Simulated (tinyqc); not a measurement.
RHF in the sto-6g basis, for HF, spin multiplicity 1, step by step (part 1 of 2). Computed by tinyqc, a small Python program that keeps every step (integrals from PySCF). Settings: charge = 0, multiplicity = 1, basis = sto-6g, energy threshold = 1e-10, iteration cap = 50, orthogonalisation = symmetric, start = random, DIIS depth = 4, method = RHF. Command: `OMP_NUM_THREADS=1 python tinyqc.py 20715 20716 out.jsonl` (the two numbers bound the seeds that draw the settings). One thread of a shared host (Intel(R) Xeon(R) Processor @ 2.60GHz), about 0.08 s of CPU time with the checks. Later iterations appear only in the table of the cycle.

## One-electron integrals

Geometry (angstrom):
```
atom         x         y         z
F     0.000000  0.000000  0.000000
H     0.000000  0.000000  1.025000
```

Basis sto-6g: exponents (1/bohr^2) and contraction coefficients of normalised primitives:
```
element  l (shell)     exponent  coefficient
F            s (1)  1728.626574     0.009164
F            s (1)   316.941790     0.049361
F            s (1)    88.668891     0.168538
F            s (1)    30.460157     0.370563
F            s (1)    11.828570     0.416492
F            s (1)     4.871659     0.130334
F            s (2)    67.032281    -0.013253
F            s (2)    13.267438    -0.046992
F            s (2)     4.123510    -0.033785
F            s (2)     1.586463     0.250242
F            s (2)     0.689002     0.595117
F            s (2)     0.315820     0.240706
F            p (3)    67.032281     0.003760
F            p (3)    13.267438     0.037679
F            p (3)     4.123510     0.173897
F            p (3)     1.586463     0.418036
F            p (3)     0.689002     0.425860
F            p (3)     0.315820     0.101708
H            s (1)    35.523221     0.009164
H            s (1)     6.513144     0.049361
H            s (1)     1.822143     0.168538
H            s (1)     0.625955     0.370563
H            s (1)     0.243077     0.416492
H            s (1)     0.100112     0.130334
```

Overlap, kinetic and nuclear-attraction integrals over the contracted functions; the nuclear repulsion is the sum of Za Zb / Rab.

nuclear repulsion = 4.64643405 hartree

overlap S, order 1F 1s, 1F 2s, 1F 2px, 1F 2py, 1F 2pz, 2H 1s:
$$\begin{pmatrix}
1.000000 & 0.232479 & 0.000000 & 0.000000 & 0.000000 & 0.039482 \\
0.232479 & 1.000000 & 0.000000 & 0.000000 & 0.000000 & 0.382870 \\
0.000000 & 0.000000 & 1.000000 & 0.000000 & 0.000000 & 0.000000 \\
0.000000 & 0.000000 & 0.000000 & 1.000000 & 0.000000 & 0.000000 \\
0.000000 & 0.000000 & 0.000000 & 0.000000 & 1.000000 & 0.309380 \\
0.039482 & 0.382870 & 0.000000 & 0.000000 & 0.309380 & 1.000000
\end{pmatrix}$$

kinetic energy T (hartree), order 1F 1s, 1F 2s, 1F 2px, 1F 2py, 1F 2pz, 2H 1s:
$$\begin{pmatrix}
37.397730 & -1.143349 & 0.000000 & 0.000000 & 0.000000 & -0.003970 \\
-1.143349 & 1.082297 & 0.000000 & 0.000000 & 0.000000 & 0.077218 \\
0.000000 & 0.000000 & 3.251325 & 0.000000 & 0.000000 & 0.000000 \\
0.000000 & 0.000000 & 0.000000 & 3.251325 & 0.000000 & 0.000000 \\
0.000000 & 0.000000 & 0.000000 & 0.000000 & 3.251325 & 0.191875 \\
-0.003970 & 0.077218 & 0.000000 & 0.000000 & 0.191875 & 0.768522
\end{pmatrix}$$

nuclear attraction V (hartree), order 1F 1s, 1F 2s, 1F 2px, 1F 2py, 1F 2pz, 2H 1s:
$$\begin{pmatrix}
-78.338722 & -7.985732 & 0.000000 & 0.000000 & -0.012746 & -1.556461 \\
-7.985732 & -11.989775 & 0.000000 & 0.000000 & -0.147447 & -3.445731 \\
0.000000 & 0.000000 & -11.959590 & 0.000000 & 0.000000 & 0.000000 \\
0.000000 & 0.000000 & 0.000000 & -11.959590 & 0.000000 & 0.000000 \\
-0.012746 & -0.147447 & 0.000000 & 0.000000 & -12.048616 & -2.460017 \\
-1.556461 & -3.445731 & 0.000000 & 0.000000 & -2.460017 & -5.756422
\end{pmatrix}$$

core Hamiltonian H = T + V (hartree), order 1F 1s, 1F 2s, 1F 2px, 1F 2py, 1F 2pz, 2H 1s:
$$\begin{pmatrix}
-40.940993 & -9.129081 & 0.000000 & 0.000000 & -0.012746 & -1.560431 \\
-9.129081 & -10.907479 & 0.000000 & 0.000000 & -0.147447 & -3.368514 \\
0.000000 & 0.000000 & -8.708265 & 0.000000 & 0.000000 & 0.000000 \\
0.000000 & 0.000000 & 0.000000 & -8.708265 & 0.000000 & 0.000000 \\
-0.012746 & -0.147447 & 0.000000 & 0.000000 & -8.797291 & -2.268142 \\
-1.560431 & -3.368514 & 0.000000 & 0.000000 & -2.268142 & -4.987900
\end{pmatrix}$$

## Two-electron integrals

Functions are numbered as in S; the eight-fold symmetry (ij|kl) = (ji|kl) = (kl|ij) leaves the list below.

Two-electron integrals (ij|kl) in chemists' order, unique and non-zero (hartree):
```
(11|11) 5.406240   (21|11) 0.768129   (21|21) 0.138909   (22|11) 1.266271
(22|21) 0.283987   (22|22) 0.926367   (31|31) 0.029452   (32|31) 0.044681
(32|32) 0.204753   (33|11) 1.266273   (33|21) 0.283987   (33|22) 0.926366
(33|33) 0.998085   (41|41) 0.029452   (42|41) 0.044681   (42|42) 0.204753
(43|43) 0.053789   (44|11) 1.266273   (44|21) 0.283987   (44|22) 0.926366
(44|33) 0.890506   (44|44) 0.998085   (51|51) 0.029452   (52|51) 0.044681
(52|52) 0.204753   (53|53) 0.053789   (54|54) 0.053789   (55|11) 1.266273
(55|21) 0.283987   (55|22) 0.926366   (55|33) 0.890506   (55|44) 0.890506
(55|55) 0.998085   (61|11) 0.139075   (61|21) 0.024108   (61|22) 0.048211
(61|33) 0.048129   (61|44) 0.048129   (61|51) 0.001047   (61|52) 0.002046
(61|55) 0.048376   (61|61) 0.004254   (62|11) 0.347763   (62|21) 0.079144
(62|22) 0.287506   (62|33) 0.283452   (62|44) 0.283452   (62|51) 0.005732
(62|52) 0.042999   (62|55) 0.295613   (62|61) 0.013736   (62|62) 0.109840
(63|31) 0.008843   (63|32) 0.050454   (63|53) 0.008999   (63|63) 0.016216
(64|41) 0.008843   (64|42) 0.050454   (64|54) 0.008999   (64|64) 0.016216
(65|11) 0.234616   (65|21) 0.054154   (65|22) 0.210327   (65|33) 0.201369
(65|44) 0.201369   (65|51) 0.012281   (65|52) 0.080293   (65|55) 0.228243
(65|61) 0.009813   (65|62) 0.098631   (65|65) 0.104170   (66|11) 0.501447
(66|21) 0.116269   (66|22) 0.485313   (66|33) 0.468884   (66|44) 0.468884
(66|51) 0.010752   (66|52) 0.112092   (66|55) 0.518171   (66|61) 0.020337
(66|62) 0.238123   (66|65) 0.248044   (66|66) 0.774999
```

## Orthogonalisation

S = U s U^T; symmetric (Loewdin) form X = U s^(-1/2) U^T, so that X^T S X = 1.

eigenvalues of S: [0.485503, 0.849555, 1.000000, 1.000000, 1.123417, 1.541525]

X, order 1F 1s, 1F 2s, 1F 2px, 1F 2py, 1F 2pz, 2H 1s:
$$\begin{pmatrix}
1.021882 & -0.127124 & 0.000000 & 0.000000 & -0.005345 & 0.018226 \\
-0.127124 & 1.091260 & 0.000000 & 0.000000 & 0.055510 & -0.231768 \\
0.000000 & 0.000000 & 1.000000 & 0.000000 & 0.000000 & 0.000000 \\
0.000000 & 0.000000 & 0.000000 & 1.000000 & 0.000000 & 0.000000 \\
-0.005345 & 0.055510 & 0.000000 & 0.000000 & 1.043925 & -0.184036 \\
0.018226 & -0.231768 & 0.000000 & 0.000000 & -0.184036 & 1.111938
\end{pmatrix}$$

## Starting guess

The start is random orthonormal orbitals; D = 2 C_occ C_occ^T.

D at the start, order 1F 1s, 1F 2s, 1F 2px, 1F 2py, 1F 2pz, 2H 1s:
$$\begin{pmatrix}
1.242169 & 0.523132 & -0.320354 & 0.349467 & 0.424453 & -0.055799 \\
0.523132 & 1.227010 & 0.389600 & -0.425006 & -0.244665 & -0.809817 \\
-0.320354 & 0.389600 & 1.883294 & 0.127312 & 0.170260 & -0.070848 \\
0.349467 & -0.425006 & 0.127312 & 1.861118 & -0.185732 & 0.077286 \\
0.424453 & -0.244665 & 0.170260 & -0.185732 & 2.005130 & -0.716080 \\
-0.055799 & -0.809817 & -0.070848 & 0.077286 & -0.716080 & 2.605641
\end{pmatrix}$$

## Iteration 1: building the Fock matrix

J_ij = sum D_kl (ij|kl), K_ij = sum D_kl (ik|jl); F = H + J - 0.5 K; E = tr D H + tr D J / 2 - 0.25 tr D K + E_nn.

Coulomb J (hartree), order 1F 1s, 1F 2s, 1F 2px, 1F 2py, 1F 2pz, 2H 1s:
$$\begin{pmatrix}
16.745163 & 3.175254 & 0.014692 & -0.016027 & 0.004165 & 0.550450 \\
3.175254 & 8.825188 & 0.123767 & -0.135014 & 0.044948 & 2.805259 \\
0.014692 & 0.123767 & 8.798207 & 0.013696 & 0.017041 & 0.034415 \\
-0.016027 & -0.135014 & 0.013696 & 8.795821 & -0.018590 & -0.037543 \\
0.004165 & 0.044948 & 0.017041 & -0.018590 & 8.881525 & 2.125249 \\
0.550450 & 2.805259 & 0.034415 & -0.037543 & 2.125249 & 5.365174
\end{pmatrix}$$

exchange K (hartree), order 1F 1s, 1F 2s, 1F 2px, 1F 2py, 1F 2pz, 2H 1s:
$$\begin{pmatrix}
7.813930 & 2.200930 & -0.291078 & 0.317530 & 0.393034 & 0.512281 \\
2.200930 & 2.533708 & 0.311738 & -0.340067 & -0.357911 & 0.741484 \\
-0.291078 & 0.311738 & 2.368876 & 0.120220 & 0.145871 & 0.113288 \\
0.317530 & -0.340067 & 0.120220 & 2.347936 & -0.159128 & -0.123583 \\
0.393034 & -0.357911 & 0.145871 & -0.159128 & 2.350399 & 0.512132 \\
0.512281 & 0.741484 & 0.113288 & -0.123583 & 0.512132 & 1.660279
\end{pmatrix}$$

Fock matrix F (hartree), order 1F 1s, 1F 2s, 1F 2px, 1F 2py, 1F 2pz, 2H 1s:
$$\begin{pmatrix}
-28.102795 & -7.054292 & 0.160231 & -0.174793 & -0.205099 & -1.266122 \\
-7.054292 & -3.349145 & -0.032102 & 0.035019 & 0.076457 & -0.933997 \\
0.160231 & -0.032102 & -1.094496 & -0.046414 & -0.055895 & -0.022229 \\
-0.174793 & 0.035019 & -0.046414 & -1.086411 & 0.060974 & 0.024249 \\
-0.205099 & 0.076457 & -0.055895 & 0.060974 & -1.090966 & -0.398959 \\
-1.266122 & -0.933997 & -0.022229 & 0.024249 & -0.398959 & -0.452866
\end{pmatrix}$$

total energy of this density = -85.48176427 hartree

## Iteration 1: diagonalisation and new density

Diagonalise F' = X^T F X, C = X C', fill 5 alpha and 5 beta electrons from the bottom; D = 2 C_occ C_occ^T. Each column has its largest component positive (the first on a tie).

F' = X^T F X (hartree):
$$\begin{pmatrix}
-27.608082 & -3.619890 & 0.167712 & -0.182953 & -0.241732 & -0.204174 \\
-3.619890 & -2.092678 & -0.053352 & 0.058200 & 0.170037 & -0.370279 \\
0.167712 & -0.053352 & -1.094496 & -0.046414 & -0.056897 & -0.004070 \\
-0.182953 & 0.058200 & -0.046414 & -1.086411 & 0.062068 & 0.004440 \\
-0.241732 & 0.170037 & -0.056897 & 0.062068 & -1.030150 & -0.253497 \\
-0.204174 & -0.370279 & -0.004070 & 0.004440 & -0.253497 & -0.125252
\end{pmatrix}$$

orbital energies (hartree): MO1 -28.117775, MO2 -1.709028, MO3 -1.156123, MO4 -1.137044, MO5 -0.949861, MO6 0.032760

coefficients C, order 1F 1s, 1F 2s, 1F 2px, 1F 2py, 1F 2pz, 2H 1s:
$$\begin{pmatrix}
0.994624 & -0.249120 & -0.012298 & 0.000000 & -0.061490 & 0.074124 \\
0.022812 & 0.997091 & 0.034008 & 0.000000 & 0.179581 & -0.485479 \\
-0.005845 & 0.092476 & 0.418768 & 0.737144 & -0.521523 & 0.026078 \\
0.006376 & -0.100880 & -0.456824 & 0.675735 & 0.568917 & -0.028448 \\
0.009063 & -0.189253 & 0.756129 & 0.000000 & 0.550230 & -0.465163 \\
-0.005228 & 0.007407 & 0.075787 & 0.000000 & 0.119332 & 1.142041
\end{pmatrix}$$

D after iteration 1, order 1F 1s, 1F 2s, 1F 2px, 1F 2py, 1F 2pz, 2H 1s:
$$\begin{pmatrix}
2.110541 & -0.474334 & -0.003866 & 0.004217 & 0.026056 & -0.030630 \\
-0.474334 & 2.056233 & 0.025320 & -0.027621 & -0.127941 & 0.062546 \\
-0.003866 & 0.025320 & 1.998640 & 0.001484 & 0.024261 & -0.059563 \\
0.004217 & -0.027621 & 0.001484 & 1.998381 & -0.026465 & 0.064976 \\
0.026056 & -0.127941 & 0.024261 & -0.026465 & 1.820764 & 0.243033 \\
-0.030630 & 0.062546 & -0.059563 & 0.064976 & 0.243033 & 0.040132
\end{pmatrix}$$

## Iteration 2: building the Fock matrix

As before.

Coulomb J (hartree), order 1F 1s, 1F 2s, 1F 2px, 1F 2py, 1F 2pz, 2H 1s:
$$\begin{pmatrix}
20.821186 & 3.764920 & 0.000982 & -0.001071 & -0.002844 & 0.656814 \\
3.764920 & 9.852054 & 0.004013 & -0.004378 & -0.001285 & 2.980960 \\
0.000982 & 0.004013 & 9.852924 & 0.000160 & 0.001538 & 0.000992 \\
-0.001071 & -0.004378 & 0.000160 & 9.852897 & -0.001678 & -0.001082 \\
-0.002844 & -0.001285 & 0.001538 & -0.001678 & 9.850336 & 2.149145 \\
0.656814 & 2.980960 & 0.000992 & -0.001082 & 2.149145 & 4.915635
\end{pmatrix}$$

exchange K (hartree), order 1F 1s, 1F 2s, 1F 2px, 1F 2py, 1F 2pz, 2H 1s:
$$\begin{pmatrix}
11.133542 & 1.797549 & -0.000081 & 0.000088 & 0.003144 & 0.334511 \\
1.797549 & 3.176223 & 0.007481 & -0.008161 & -0.026827 & 0.992577 \\
-0.000081 & 0.007481 & 2.651828 & 0.001401 & 0.010379 & -0.015556 \\
0.000088 & -0.008161 & 0.001401 & 2.651584 & -0.011322 & 0.016970 \\
0.003144 & -0.026827 & 0.010379 & -0.011322 & 2.597479 & 0.665724 \\
0.334511 & 0.992577 & -0.015556 & 0.016970 & 0.665724 & 0.631772
\end{pmatrix}$$

Fock matrix F (hartree), order 1F 1s, 1F 2s, 1F 2px, 1F 2py, 1F 2pz, 2H 1s:
$$\begin{pmatrix}
-25.686578 & -6.262935 & 0.001022 & -0.001115 & -0.017163 & -1.070872 \\
-6.262935 & -2.643536 & 0.000272 & -0.000297 & -0.135318 & -0.883842 \\
0.001022 & 0.000272 & -0.181254 & -0.000541 & -0.003652 & 0.008770 \\
-0.001115 & -0.000297 & -0.000541 & -0.181160 & 0.003983 & -0.009567 \\
-0.017163 & -0.135318 & -0.003652 & 0.003983 & -0.245695 & -0.451859 \\
-1.070872 & -0.883842 & 0.008770 & -0.009567 & -0.451859 & -0.388150
\end{pmatrix}$$

total energy of this density = -99.21323297 hartree

## Iteration 2: DIIS over 2 matrices

error matrix X^T (FDS - SDF) X:
$$\begin{pmatrix}
0.000000 & -0.036625 & 0.003489 & -0.003806 & -0.051929 & 0.123541 \\
0.036625 & 0.000000 & 0.005925 & -0.006463 & 0.081005 & 0.225356 \\
-0.003489 & -0.005925 & 0.000000 & 0.000000 & -0.016118 & -0.001484 \\
0.003806 & 0.006463 & 0.000000 & 0.000000 & 0.017583 & 0.001619 \\
0.051929 & -0.081005 & 0.016118 & -0.017583 & 0.000000 & 0.592761 \\
-0.123541 & -0.225356 & 0.001484 & -0.001619 & -0.592761 & 0.000000
\end{pmatrix}$$

B (overlaps of the stored error matrices):
$$\begin{pmatrix}
9.6622422e+02 & 1.4851673e+00 \\
1.4851673e+00 & 8.5738181e-01
\end{pmatrix}$$

Minimise |sum c_i e_i|^2 with sum c_i = 1: solve [B -1; -1 0][c; lambda] = [0; -1] with B_ij = tr e_i^T e_j, and take F = sum c_i F_i.

DIIS coefficients: [-0.000651, 1.000651]

extrapolated F (hartree), order 1F 1s, 1F 2s, 1F 2px, 1F 2py, 1F 2pz, 2H 1s:
$$\begin{pmatrix}
-25.685004 & -6.262420 & 0.000918 & -0.001002 & -0.017040 & -1.070745 \\
-6.262420 & -2.643077 & 0.000293 & -0.000320 & -0.135456 & -0.883810 \\
0.000918 & 0.000293 & -0.180660 & -0.000511 & -0.003618 & 0.008790 \\
-0.001002 & -0.000320 & -0.000511 & -0.180571 & 0.003946 & -0.009589 \\
-0.017040 & -0.135456 & -0.003618 & 0.003946 & -0.245144 & -0.451894 \\
-1.070745 & -0.883810 & 0.008790 & -0.009589 & -0.451894 & -0.388108
\end{pmatrix}$$

## Iteration 2: diagonalisation and new density

As before.

F' = X^T F X (hartree):
$$\begin{pmatrix}
-25.272889 & -3.167448 & 0.001081 & -0.001179 & -0.027190 & -0.150931 \\
-3.167448 & -1.467246 & -0.002035 & 0.002219 & -0.003620 & -0.461206 \\
0.001081 & -0.002035 & -0.180660 & -0.000511 & -0.005383 & 0.010388 \\
-0.001179 & 0.002219 & -0.000511 & -0.180571 & 0.005872 & -0.011332 \\
-0.027190 & -0.003620 & -0.005383 & 0.005872 & -0.111382 & -0.439402 \\
-0.150931 & -0.461206 & 0.010388 & -0.011332 & -0.439402 & -0.000121
\end{pmatrix}$$

orbital energies (hartree): MO1 -25.688870, MO2 -1.233286, MO3 -0.392963, MO4 -0.181128, MO5 -0.180535, MO6 0.463914

coefficients C, order 1F 1s, 1F 2s, 1F 2px, 1F 2py, 1F 2pz, 2H 1s:
$$\begin{pmatrix}
0.996840 & -0.233772 & 0.087149 & 0.000000 & 0.001140 & 0.069490 \\
0.013789 & 0.925498 & -0.444267 & 0.000000 & -0.008434 & -0.457849 \\
-0.000035 & -0.001085 & -0.008170 & 0.737144 & -0.675441 & 0.018174 \\
0.000038 & 0.001184 & 0.008912 & 0.675735 & 0.736823 & -0.019826 \\
0.001668 & 0.135596 & 0.714773 & 0.000000 & -0.029647 & -0.772392 \\
-0.003147 & 0.179354 & 0.497747 & 0.000000 & 0.021184 & 1.021737
\end{pmatrix}$$

D after iteration 2, order 1F 1s, 1F 2s, 1F 2px, 1F 2py, 1F 2pz, 2H 1s:
$$\begin{pmatrix}
2.111872 & -0.482674 & -0.002526 & 0.002755 & 0.064444 & -0.003326 \\
-0.482674 & 2.108360 & 0.016642 & -0.018155 & -0.383566 & -0.110725 \\
-0.002526 & 0.016642 & 1.999339 & 0.000721 & 0.028076 & -0.037139 \\
0.002755 & -0.018155 & 0.000721 & 1.999214 & -0.030627 & 0.040514 \\
0.064444 & -0.383566 & 0.028076 & -0.030627 & 1.060337 & 0.758926 \\
-0.003326 & -0.110725 & -0.037139 & 0.040514 & 0.758926 & 0.560758
\end{pmatrix}$$

## Iteration 3: building the Fock matrix

As before.

Coulomb J (hartree), order 1F 1s, 1F 2s, 1F 2px, 1F 2py, 1F 2pz, 2H 1s:
$$\begin{pmatrix}
20.310829 & 3.653210 & 0.000682 & -0.000744 & -0.007086 & 0.637617 \\
3.653210 & 9.566955 & 0.002842 & -0.003100 & 0.023880 & 2.937614 \\
0.000682 & 0.002842 & 9.578719 & 0.000078 & 0.002352 & 0.000936 \\
-0.000744 & -0.003100 & 0.000078 & 9.578706 & -0.002566 & -0.001021 \\
-0.007086 & 0.023880 & 0.002352 & -0.002566 & 9.543438 & 2.149133 \\
0.637617 & 2.937614 & 0.000936 & -0.001021 & 2.149133 & 5.067870
\end{pmatrix}$$

exchange K (hartree), order 1F 1s, 1F 2s, 1F 2px, 1F 2py, 1F 2pz, 2H 1s:
$$\begin{pmatrix}
11.115351 & 1.766998 & 0.000081 & -0.000088 & 0.001966 & 0.332612 \\
1.766998 & 3.070814 & 0.005593 & -0.006102 & -0.100335 & 1.016065 \\
0.000081 & 0.005593 & 2.622361 & 0.000681 & 0.018699 & -0.006697 \\
-0.000088 & -0.006102 & 0.000681 & 2.622243 & -0.020398 & 0.007305 \\
0.001966 & -0.100335 & 0.018699 & -0.020398 & 2.111136 & 0.814839 \\
0.332612 & 1.016065 & -0.006697 & 0.007305 & 0.814839 & 1.086416
\end{pmatrix}$$

Fock matrix F (hartree), order 1F 1s, 1F 2s, 1F 2px, 1F 2py, 1F 2pz, 2H 1s:
$$\begin{pmatrix}
-26.187839 & -6.359370 & 0.000641 & -0.000699 & -0.020816 & -1.089120 \\
-6.359370 & -2.875931 & 0.000045 & -0.000049 & -0.073400 & -0.938933 \\
0.000641 & 0.000045 & -0.440726 & -0.000263 & -0.006998 & 0.004284 \\
-0.000699 & -0.000049 & -0.000263 & -0.440681 & 0.007633 & -0.004673 \\
-0.020816 & -0.073400 & -0.006998 & 0.007633 & -0.309421 & -0.526429 \\
-1.089120 & -0.938933 & 0.004284 & -0.004673 & -0.526429 & -0.463238
\end{pmatrix}$$

total energy of this density = -99.49278070 hartree

## Iteration 3: DIIS over 3 matrices

error matrix X^T (FDS - SDF) X:
$$\begin{pmatrix}
0.000000 & -0.002881 & -0.000106 & 0.000116 & -0.009412 & 0.009470 \\
0.002881 & 0.000000 & 0.003243 & -0.003537 & 0.016554 & 0.005358 \\
0.000106 & -0.003243 & 0.000000 & 0.000000 & -0.009980 & 0.010856 \\
-0.000116 & 0.003537 & 0.000000 & 0.000000 & 0.010887 & -0.011842 \\
0.009412 & -0.016554 & 0.009980 & -0.010887 & 0.000000 & 0.071912 \\
-0.009470 & -0.005358 & -0.010856 & 0.011842 & -0.071912 & 0.000000
\end{pmatrix}$$

B (overlaps of the stored error matrices):
$$\begin{pmatrix}
9.6622422e+02 & 1.4851673e+00 & 1.9709304e-01 \\
1.4851673e+00 & 8.5738181e-01 & 9.4595512e-02 \\
1.9709304e-01 & 9.4595512e-02 & 1.2319942e-02
\end{pmatrix}$$

As before.

DIIS coefficients: [-0.000040, -0.120831, 1.120871]

extrapolated F (hartree), order 1F 1s, 1F 2s, 1F 2px, 1F 2py, 1F 2pz, 2H 1s:
$$\begin{pmatrix}
-26.248330 & -6.370994 & 0.000589 & -0.000642 & -0.021250 & -1.091317 \\
-6.370994 & -2.903992 & 0.000019 & -0.000021 & -0.065924 & -0.945589 \\
0.000589 & 0.000019 & -0.472052 & -0.000227 & -0.007400 & 0.003743 \\
-0.000642 & -0.000021 & -0.000227 & -0.472013 & 0.008072 & -0.004083 \\
-0.021250 & -0.065924 & -0.007400 & 0.008072 & -0.317090 & -0.535445 \\
-1.091317 & -0.945589 & 0.003743 & -0.004083 & -0.535445 & -0.472311
\end{pmatrix}$$

## Iteration 3: diagonalisation and new density

As before.

F' = X^T F X (hartree):
$$\begin{pmatrix}
-25.837498 & -3.179980 & 0.000707 & -0.000771 & -0.040869 & -0.156028 \\
-3.179980 & -1.721009 & -0.001332 & 0.001454 & 0.087579 & -0.475805 \\
0.000707 & -0.001332 & -0.472052 & -0.000227 & -0.008416 & 0.005530 \\
-0.000771 & 0.001454 & -0.000227 & -0.472013 & 0.009181 & -0.006033 \\
-0.040869 & 0.087579 & -0.008416 & 0.009181 & -0.151963 & -0.528871 \\
-0.156028 & -0.475805 & 0.005530 & -0.006033 & -0.528871 & -0.048787
\end{pmatrix}$$

orbital energies (hartree): MO1 -26.251583, MO2 -1.458685, MO3 -0.569306, MO4 -0.472260, MO5 -0.471802, MO6 0.520315

coefficients C, order 1F 1s, 1F 2s, 1F 2px, 1F 2py, 1F 2pz, 2H 1s:
$$\begin{pmatrix}
0.997129 & -0.240085 & 0.065391 & 0.000000 & 0.003953 & 0.067575 \\
0.012545 & 0.963880 & -0.365713 & 0.000000 & -0.023342 & -0.447542 \\
-0.000022 & 0.000081 & 0.031331 & 0.737144 & -0.674938 & 0.009774 \\
0.000024 & -0.000089 & -0.034178 & 0.675735 & 0.736274 & -0.010662 \\
0.001668 & 0.060915 & 0.695193 & 0.000000 & 0.020700 & -0.799577 \\
-0.002800 & 0.131861 & 0.549801 & 0.000000 & 0.040041 & 1.001521
\end{pmatrix}$$

D after iteration 3, order 1F 1s, 1F 2s, 1F 2px, 1F 2py, 1F 2pz, 2H 1s:
$$\begin{pmatrix}
2.112397 & -0.485821 & -0.001321 & 0.001441 & 0.065159 & 0.003321 \\
-0.485821 & 2.127024 & 0.008748 & -0.009543 & -0.391977 & -0.149881 \\
-0.001321 & 0.008748 & 1.999809 & 0.000208 & 0.015630 & -0.019577 \\
0.001441 & -0.009543 & 0.000208 & 1.999773 & -0.017050 & 0.021356 \\
0.065159 & -0.391977 & 0.015630 & -0.017050 & 0.974870 & 0.782149 \\
0.003321 & -0.149881 & -0.019577 & 0.021356 & 0.782149 & 0.642560
\end{pmatrix}$$
